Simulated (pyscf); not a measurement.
**Four-centre exchange: `[SiH2]=[Se]` + `[H][H]` → `[SiH2]=[Se]` + `[H][H]`**

Gas phase, singlet surface, charge 0. Bonds broken: Si2–H5, H3–H6. Bonds formed: Si2–H3, H5–H6. Optimised with ωB97X-D3(BJ)/def2-SVP in PySCF.

Transition state (Å):

```xyz
6

Se     1.8677     0.4877    -1.7315
Si     0.7461    -0.0189    -0.0516
H      1.5092    -0.4165     1.3485
H     -0.4397     0.5537     0.6267
H      0.2775    -1.5776     0.1750
H      0.9670    -1.2728     0.9571
```

One imaginary mode, 1562i cm⁻¹; descent along it reached the two sides named.

```
bond    change  reactant side (Å)  saddle  product side
------  ------  -----------------  ------  ------------
Si2–H5  breaks              1.489   1.643           3.0
H3–H6   breaks              0.761   1.086           2.8
Si2–H3   forms                3.0   1.643         1.488
H5–H6    forms                2.8   1.086         0.761
```

Electronic energies relative to the separated reactants (kJ/mol):

```
level                   barrier  reaction energy  reverse barrier
----------------------  -------  ---------------  ---------------
ωB97X-D3(BJ)/def2-TZVP    139.1              0.0            139.1
PBE/def2-TZVP             113.0              0.0            113.0
r²SCAN/def2-TZVP          116.8              0.0            116.8
B3LYP-D3(BJ)/def2-TZVP    139.7              0.0            139.7
PBE0-D3(BJ)/def2-TZVP     116.6              0.0            116.6
M06-2X/def2-TZVP          142.5              0.0            142.5
ωB97M-D3(BJ)/def2-TZVP    135.0              0.0            135.0
HF/def2-TZVP              192.2              0.0            192.2
```

With ωB97M-D3(BJ)/def2-TZVP energies and thermal terms (ideal gas, 1 atm, RRHO with modes under 100 cm⁻¹ raised to 100, one conformer, R ln 2 for chiral ones without a mode under 150 cm⁻¹), in kJ/mol:

```json
[
 {"T (K)": "298", "ΔH‡": "140.8", "ΔG‡": "175.6", "ΔH": "0.0", "ΔG": "0.0"},
 {"T (K)": "600", "ΔH‡": "136.0", "ΔG‡": "212.9", "ΔH": "0.0", "ΔG": "0.0"},
 {"T (K)": "900", "ΔH‡": "134.5", "ΔG‡": "251.8", "ΔH": "0.0", "ΔG": "0.0"},
 {"T (K)": "1200", "ΔH‡": "134.8", "ΔG‡": "291.0", "ΔH": "0.0", "ΔG": "0.0"}
]
```

At the saddle there is also a short H–Si contact that neither side keeps. The same reactants have a lower exit, to H₃Si–SeH (barrier +89.8 kJ/mol at ωB97M-D3(BJ)/def2-TZVP, against +135.0 kJ/mol here). This is the saddle that the search found; another between the same sides may lie lower. Elements up to Kr have no core potential and no relativistic terms here.
